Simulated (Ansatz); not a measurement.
## Telling isomers of CH3BF+ apart by their spectra

These gas-phase data were calculated for one isomer of CH3BF+ at PBE0-D4/def2-TZVP (harmonic, unscaled wavenumbers; equilibrium rotational constants with average atomic masses):

- rotational constants: 156, 7.575, 7.575 GHz
- all wavenumbers above 1500 cm⁻¹: 3097, 3097, 3012, 1825

Candidates:

(1) `C[B+]F`, a singlet
(2) `B[CH+]F`, a singlet

Q: Which structure fits?

A: Candidate (1). No mode falls between 2350 and 2900 cm⁻¹, where the B–H stretch of (2) would stand.

The same quantities for all candidates:

```tsv
	rotational constants (GHz)	wavenumbers above 1500 cm⁻¹	E above the lowest, PBE0-D4/def2-TZVP (kcal/mol)
(1)	156, 7.575, 7.575	3097, 3097, 3012, 1825	0.0
(2)	57.37, 9.767, 9.015	3071, 2690, 2591, 1538	89.6
```

Each candidate is one conformer. Programs: Ansatz 0.2.0.
